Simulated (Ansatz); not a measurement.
CsCl-type CsI: PBE at its full settings (plane-wave cutoff 520 eV, 8×8×8 k mesh, Fermi–Dirac smearing 0.01 eV, scalar-relativistic PAW data made under PBE) and at cheaper ones, in a cell of 2 atoms with Γ-centred meshes.

| level and setting | lattice parameter a (Å) | bulk modulus (GPa) |
|---|---|---|
| PBE (Ansatz) | 4.666 | 9.9 |
| PBE (2×2×2 k mesh) (Ansatz) | 4.775 | 8.7 |
| PBE (4×4×4 k mesh) (Ansatz) | 4.668 | 9.9 |
| PBE (6×6×6 k mesh) (Ansatz) | 4.666 | 9.9 |
| PBE (Fermi-Dirac smearing of 0.3 eV) (Ansatz) | 4.667 | 9.8 |

Largest shifts from the full settings: lattice constant a +2.34 % (PBE (2×2×2 k mesh)), against a difference of +2.17 % of the full result from the reference 4.567 Å (measured, 300 K, not corrected to a static lattice; as tabulated in Wikipedia's data pages); bulk modulus -12.1 % (PBE (2×2×2 k mesh)), against a difference of -31 % of the full result from the reference 14.4 GPa (measured, 4 K, not corrected to a static lattice, from measured elastic constants; as tabulated in Vallin et al. (1964), doi:10.1063/1.1713597).

Ansatz's density-functional and Hartree–Fock values are scalar-relativistic unless marked +SOC, with PAW data made under PBE.

Run with cheap settings on purpose, which may leave them unconverged: PBE (2×2×2 k mesh), PBE (4×4×4 k mesh), PBE (6×6×6 k mesh), PBE (Fermi-Dirac smearing of 0.3 eV).

Ansatz is a quantum-chemistry and plane-wave program.
